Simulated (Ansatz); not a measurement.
**AlH3 (triplet): from Hartree-Fock to the top rungs at distance Al1–H3 = 2.905 Å, cc-pVDZ**

Aim: climb from Hartree-Fock through coupled cluster and multireference methods for AlH3 (triplet) at one geometry and basis, and see what each rung misses.

Program: Ansatz 0.2.0, Gaussian basis. Level of theory: cc-pVDZ, core rule «outside noble gas», up to 5 orbitals frozen. These are calculated values, not measurements.

To be run: UHF; CCSD(T) on ROHF; CCSD(T) on UHF; BCCD(T) on ROHF; CISD; CCSDT(Q) on ROHF; CCSDT(Q) on UHF; CASSCF and MRCISD+Q, 4 electrons in 4 orbitals; CASSCF and NEVPT2, 4 electrons in 4 orbitals; CASSCF and MRCISD+Q, 6 electrons in 7 orbitals; CASSCF and NEVPT2, 6 electrons in 7 orbitals; Full CI.

14 further runs of the same task are left out: 1 for a mislabelled method, 8 that didn't finish, 5 set aside as unsound or not needed.

**1. The geometry**

The geometry derives from a PBE0/def2-TZVP stationary point (not a proven minimum). One bond is set to the value named and the two fragments are kept rigid.

4 atoms, charge 0, spin multiplicity 3.

Atoms are counted from 1 here; the program's logs count them from 0.

Bond lengths: Al1–H2 1.590 Å, Al1–H4 1.843 Å. Angles: H2–Al1–H4 101.8°.

**2. UHF**

File in.yaml:

```yaml
crystal:
  periodic: [false, false, false]
  atoms:
    - {symbol: Al, position_ang: [-0.008144, 0.081851, -0.129564]}
    - {symbol: H, position_ang: [-0.008144, -1.364971, -0.787913]}
    - {symbol: H, position_ang: [0.654939, -0.523753, 2.633150]}
    - {symbol: H, position_ang: [-0.428794, -0.302335, 1.623060]}
basis:
  gaussian: {orbitals: cc-pVDZ}
magnetization: {spin_polarized: true, initial_magnetization: 2}
hamiltonian: {xc: hf}
output: {orbitals: {seedname: orbitals}}
```

Run with:

```
ansatz run in.yaml --threads 1 --pin off --events-out ev --progress --plain --max-ram 2393MiB
```

After this run come: CCSD(T) on ROHF; CCSD(T) on UHF; BCCD(T) on ROHF; CISD; CCSDT(Q) on ROHF; CCSDT(Q) on UHF; CASSCF and MRCISD+Q, 4 electrons in 4 orbitals; CASSCF and NEVPT2, 4 electrons in 4 orbitals; CASSCF and MRCISD+Q, 6 electrons in 7 orbitals; CASSCF and NEVPT2, 6 electrons in 7 orbitals; Full CI.

Q: Predict the results of all the runs planned. Wanted: FCI below the RHF energy; RMP2 from FCI; UMP2 from FCI; RCCSD from FCI; RCCSD(T) from FCI; UCCSD(T) from FCI; RCCSDT(Q) from FCI; UCCSDT(Q) from FCI; NEVPT2 pair from FCI.

As calculated:

```
                         quantity                                                                                               value
         FCI below the RHF energy                                                                                          -2.4395 eV
                    RMP2 from FCI                                                                                        +68.9 kJ/mol
                    UMP2 from FCI                                                                                        +66.6 kJ/mol
                   RCCSD from FCI                                                                                         +7.0 kJ/mol
                RCCSD(T) from FCI                                                                                         +2.4 kJ/mol
                UCCSD(T) from FCI                                                                                         +2.4 kJ/mol
               RCCSDT(Q) from FCI                                                                                          0.0 kJ/mol
               UCCSDT(Q) from FCI                                                                                          0.0 kJ/mol
             NEVPT2 pair from FCI                                                                                        +60.6 kJ/mol
           MRCISD+Q pair from FCI                                                                                         +2.2 kJ/mol
          NEVPT2 valence from FCI                                                                                        +43.9 kJ/mol
levels within 1 kcal/mol (43 meV)  RCCSD(T), UCCSD(T), BCCD(T), RCCSDT, UCCSDT, RCCSDT(Q), UCCSDT(Q), MRCISD+Q pair, MRCISD+Q valence
                    T1 diagnostic                                                                                               0.043
   effectively unpaired electrons                                                                                                2.04
```

What this shows: RCCSD(T) misses by +2.4 kJ/mol, 1.0 % of the correlation energy. The occupations are near whole numbers, but T1 = 0.043 shows that the orbitals relax strongly. Of the multireference levels listed MRCISD+Q valence comes nearest in total energy (+0.9 kJ/mol), which doesn't show that its space is the better one. These misses are within one basis, not against nature; the frozen cores of restricted and unrestricted runs differ, which can shift their rows.
